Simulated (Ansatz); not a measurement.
# AlBH (sextet): wave-function methods side by side, def2-QZVPP

One table from this session's results is given with a row withheld; the runs are named, their logs left out.

Computed with Ansatz 0.2.0, Gaussian basis. Level: def2-QZVPP, core rule «outside noble gas», up to 6 orbitals frozen.

To be run: UHF; ROHF; CCSD(T) on UHF.

### What is computed

The geometry is a PBE0/def2-TZVP stationary point (not a proven minimum) of the parent state, kept for this charge and spin.

3 atoms, charge 0, spin multiplicity 6.

Atoms are counted from 1 here; the program's logs count them from 0.

Bond lengths: B1–Al2 1.937 Å, Al2–H3 1.577 Å. Angles: B1–Al2–H3 180.0°.

Set-up of the first run:

in.yaml

```yaml
crystal:
  periodic: [false, false, false]
  atoms:
    - {symbol: B, position_ang: [0.000000, 0.000000, 1.817000]}
    - {symbol: Al, position_ang: [0.000000, 0.000000, -0.120000]}
    - {symbol: H, position_ang: [0.000000, 0.000000, -1.697000]}
basis:
  gaussian: {orbitals: "def2-QZVPP.json"}
magnetization: {spin_polarized: true, initial_magnetization: 5}
hamiltonian: {xc: hf}
output: {orbitals: {seedname: orbitals}}
```

Run with:

```sh
$ ansatz run in.yaml --threads 1 --pin off --events-out ev --progress --plain --max-ram 2393MiB
```

Steps of the session up to this table: UHF; ROHF; CCSD(T) on UHF.

One of the session's tables, all rows but one given; the rest of the session is left out.

```
  method  from UCCSD(T) (meV)
    ROHF              +3089.5
     UHF              +2999.7
    UMP2                    ?
   UCCSD               +166.7
UCCSD(T)                    0
```

**Question.** Estimate the row for UMP2.

As computed: from UCCSD(T) (meV): +874.7. In the column «from UCCSD(T) (meV)» it lies between UCCSD (+166.7) and UHF (+2999.7).

Caveats from the session: Warnings: coupled cluster took another determinant than the lowest.
